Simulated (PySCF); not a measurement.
CH3Li.
Atom-mapped SMILES: `[Li:1][CH3:2]` (hydrogens: H3, H4, H5 on C2)

Geometry (PBE0-D3(BJ)/def2-SVP, Å), atoms numbered from 1 in this order:
```xyz
5
CH3Li angstrom
Li     1.8471   -0.0266    0.0273
C     -0.1245    0.0021   -0.0081
H     -0.5629   -0.6323   -0.8050
H     -0.5471    1.0128   -0.1804
H     -0.5953   -0.3503    0.9319
```

Theory: core-valence-separated Tamm–Dancoff BHandHLYP/aug-pcX-1 (pcseg-1 on H) in PySCF, non-relativistic, gas phase, PBE0-D3(BJ)/def2-SVP geometry. The energies are unshifted.

(1) List the carbon K-edge absorption lines.

## Answers

(1) 
| E (eV) | f | core hole on | main final orbital |
| --- | --- | --- | --- |
| 281.59 | 0.0063 | C2 | LUMO (91 %) |
| 283.26 | 0.0066 | C2 | LUMO+1/LUMO+2 (2 roots, f summed) |
| 283.52 | 0.0051 | C2 | LUMO+3 (62 %) |
| 284.59 | 0.0003 | C2 | LUMO+4 (62 %) |
| 284.75 | 0.0441 | C2 | LUMO+5/LUMO+6 (2 roots, f summed) |

The first line with a tenth or more of the strongest one's intensity is at 281.59 eV (f = 0.006), with the hole on C2 (methyl carbon). The strongest listed is at 284.75 eV (f = 0.044, sum of 2; C2).

Roots within 0.03 eV whose holes lie on the same, on equivalent or on shared atoms are summed into one line, and the highest roots are left out, as the search may have cut off their partners. Final orbitals are the ground state's empty Kohn–Sham orbitals.

What are the wavelength and the wavenumber of the 281.59 eV line?

λ = 12398.42 eV Å/281.59 eV = 44.030 Å; 2.2712 × 10⁶ cm⁻¹.

The list ends where the root search ended, not at a threshold.

On one thread of an Intel Xeon at 2.50 GHz, shared host with 64 logical CPUs at a one-minute load of 22, this took 2.7 s wall, 2.3 s CPU and 0.30 GiB of memory at its peak.
